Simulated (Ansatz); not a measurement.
A run for Ansatz (a quantum-chemistry and plane-wave program): U-wB97X-V/cc-pVTZ on propyne (SMILES C#CC), a point of a bond scan (R = 0.850 Å).

Ansatz 0.2 input:
```yaml
crystal:
  periodic: [false, false, false]
  atoms:
    - {symbol: C, position_ang: [-1.21952000, -0.12580353, -0.15711415]}
    - {symbol: C, position_ang: [0.21519268, 0.02219890, 0.02772387]}
    - {symbol: C, position_ang: [1.39869570, 0.14428698, 0.18019786]}
    - {symbol: H, position_ang: [-1.44598792, -1.00663294, -0.76123089]}
    - {symbol: H, position_ang: [-1.63959773, 0.74635303, -0.66207238]}
    - {symbol: H, position_ang: [-1.72702684, -0.23618072, 0.80328101]}
    - {symbol: H, position_ang: [2.23686088, 0.23075063, 0.28818101]}
basis:
  gaussian:
    orbitals: cc-pVTZ
hamiltonian:
  xc: {name: wB97X-V}
magnetization: {spin_polarized: true, initial_magnetization: 0}
```

Program output:

```
WARN ansatz: RAYON_NUM_THREADS=1 ignored (pool sized by the plan → 1); use --threads N
Functional definition: wB97X-V
integrals: 0.06 GiB planned
732 factors; their error is unknown
integrals: 0.09 GiB planned
200 factors; integrals over basis functions are off by at most 1.3e-5 eV
mean field: 0.74 GiB planned
mean field evaluation 1: about -3170.0532 eV, gradient 2.6e1 eV
mean field evaluation 2: about -3171.9886 eV, gradient 1.5e1 eV
mean field evaluation 4: about -3172.9435 eV, gradient 1.3e0 eV
mean field evaluation 8: about -3172.9470 eV, gradient 1.3e-2 eV
mean field -3172.94697253 eV, -116.6036505399 hartree, gradient 1.4e-5 eV, S^2 0.000000; 0 other end points of the search recorded, 0 dependent functions left out
reference -3172.94697103 eV, -116.6036504848 hartree; 11, 11 occupied and 135, 135 virtual orbitals, 732 factors
Total energy: -3172.94697103 eV, -116.6036504848 hartree
```

Self-consistency was reached.

Cost: very roughly 6 core-seconds.
